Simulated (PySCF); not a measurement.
Gas-phase reaction: 2 SiOF₂ + F₂ = 2 SiF₃ + 2 O, at 1600 K and a standard pressure of 1 bar. Level: B3LYP/def2-TZVP†.

Method: PySCF energies plus ideal-gas RRHO corrections (1 bar). † marks an energy on the PBE0/def2-TZVP geometry and frequencies. Open shells (unrestricted): SiF₃ (multiplicity 2), O (multiplicity 3, electronic degeneracy 9); the rest are closed-shell singlets. Spin-orbit splitting is ignored; it lowers the true energy and changes the entropy of O. B3LYP is the form with VWN-RPA correlation. SiOF₂: computed as isolated molecules; such fragments, hydroxides, amides, oligomers or adducts are transient or little studied in the gas. The harmonic model lacks anharmonicity and excited electronic states, which grow with temperature; levels with a mode under 35 cm⁻¹ are left out.

| species | E (Ha) | H(1600 K) − E (kJ/mol) | S°(1600 K) (J/mol/K) |
|---|---|---|---|
| SiOF₂ | -564.68574 | 136.5 | 398.5 |
| F₂ | -199.59925 | 60.9 | 259.3 |
| SiF₃ | -589.33291 | 135.6 | 407.1 |
| O | -75.09628 | 33.3 | 196.6 |
E: electronic energy; H − E holds the zero-point and thermal terms. 1 Ha = 2625.5 kJ/mol.

**Question.** Work out ΔH°, ΔS°, ΔG° and log10 K from these numbers.

**Answer.** 1. ΔE = 2×(-589.33291) + 2×(-75.09628) − 2×(-564.68574) − 1×(-199.59925) = 0.11235 Ha = 295.0 kJ.
2. Δ(H − E) = 2×(135.6) + 2×(33.3) − 2×(136.5) − 1×(60.9) = 3.9 kJ, so ΔH° = 298.9 kJ.
3. ΔS° = 2×(407.1) + 2×(196.6) − 2×(398.5) − 1×(259.3) = 151.1 J/K; the number of gas molecules changes by +1.
4. ΔG° = ΔH° − TΔS° = 298.9 − 1600×(151.1)/1000 = 57.1 kJ.
5. log10 K = −ΔG°/(RT ln 10) = -1.86, with RT ln 10 = 30.63 kJ/mol; at standard pressures the reactants are favoured.
6. A shift of 10 kJ in ΔE would move log10 K by 0.33 here.
7. Lowering the total pressure from 1 bar to 0.01 bar multiplies the mole-fraction quotient K_x = K (p/p°)^(−Δn) by 10^2, which pushes the balance towards the products.
For scale, ΔH°(298 K) is 287 kJ at this level, 315 kJ at ωB97M-V/def2-TZVP†, and runs from -318 to 1483 kJ over the 20 levels computed.
